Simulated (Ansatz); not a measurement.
A made-up structure of CH4NSi (charge +1), closed shell:

```
7
angstrom
C -0.7808 -0.5140 -0.3166
Si 0.3071 -0.1246 0.6848
N 0.1415 0.6877 -0.9613
H -1.5301 -1.2723 -0.1649
H 0.6436 1.4248 -1.4564
H -0.1382 0.4799 1.8901
H 1.2880 -1.1137 0.9604
```

It is relaxed with PBE-D4/def2-SVP and then PBE0-D4/def2-TZVP (Ansatz 0.2.0). Atoms count as bonded within 1.22 times the sum of their covalent radii (H–H: 0.88 Å). The end point is not checked to be a true minimum.

(1) Does its bonding change? (Judge from chemistry; the calculation decides.)

## Answers

(1) By the calculation: No: no bond forms or breaks.

Where it ends: The first stage lowers the energy by 5.93 eV in 8 steps. It ends as CH₄NSi ([CH]1[NH][SiH2]1), total charge +1:
```csv
atom,x (Å),y (Å),z (Å)
C1,-0.7745,-0.4763,-0.3716
Si2,0.4271,-0.1897,0.9800
N3,0.0649,0.4422,-0.6578
H4,-1.5988,-0.8702,-0.9609
H5,0.1644,1.0192,-1.4934
H6,0.0394,0.6977,2.0816
H7,1.6087,-1.0552,1.0581
```

Labels in which every atom is bracketed show which atoms are joined, not bond orders.

For scale, one of the runs: PBE0-D4/def2-TZVP relaxation, 123 basis functions, launched by `ansatz run in.yaml --threads 2 --pin off --events-out ev --progress --plain --max-ram 4352MiB`. Hardware: 2 CPU threads of an Arm Neoverse V1, shared host. Wall time about 16 s.
